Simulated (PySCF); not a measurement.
Compound: C₃H₆O (charge -1 and doublet state).
Z-matrix (Å and degrees, GFN2-xTB geometry), rows numbered from 1:
```
C 
C   1  1.5227
C   2  1.5226  1  112.47
O   2  1.3135  1  120.01  3   149.61
H   1  1.1119  2  113.68  3   -61.74
H   1  1.0997  2  111.04  3    58.11
H   1  1.0908  2  109.88  3   178.02
H   3  1.0908  2  109.80  1  -178.20
H   3  1.1118  2  113.65  1    61.62
H   3  1.0998  2  111.11  1   -58.28
```

As a line formula: `C[C](C)[O-]` [radical] (charge -1).

The calculation used UKS B3LYP, pcH-1 on C H O, non-relativistic, mean-field spin-orbit, GIAO (PySCF 2.14.0). Whether the extra electron is bound in the gas phase wasn't checked; a finite basis holds it in any case. A GFN2-xTB geometry isn't a minimum of the functional, and hyperfine couplings can be far from their values at a DFT geometry, by a factor of two or more for some ions and for spin on atoms past the first row. No stability test was run, so a lower SCF solution isn't excluded.

The Mulliken spin populations are largest on C2 (+0.53), O4 (+0.30), H5 (+0.13) and H9 (+0.13). The angles at C2 add up to 352.4°, so it is slightly pyramidal.

**Question.** How do the β-proton couplings of this frozen conformer go with θ, the angle between the C–H bond and the normal to the plane of the spin centre's three neighbours, both seen down the bond from centre to carbon?

**Answer.** 
```
β H  on  centre  θ (°)  cos²θ   a (G)
 H5  C1      C2     15   0.93  +25.67
 H6  C1      C2     45   0.50   +6.78
 H7  C1      C2     75   0.07   +2.39
 H8  C3      C2     75   0.07   +2.36
 H9  C3      C2     15   0.93  +25.62
H10  C3      C2     45   0.50   +6.82
```

Fitting the Heller–McConnell form a = ρ(B0 + B2 cos²θ), with Mulliken ρ = 0.53, gives B0 = -3.5 G and B2 = 50.5 G, with a largest miss of 4.8 G.

**Question.** What would the freely rotating methyl group on C1 show?

**Answer.** Three equal couplings, a 1:3:3:1 quartet. The mean of the three values of this geometry estimates the splitting: 11.6 G, or 32.6 MHz (three bonds 120° apart have a mean cos²θ of 1/2 at any torsion).

Couplings in gauss use g_iso = 2.0040.
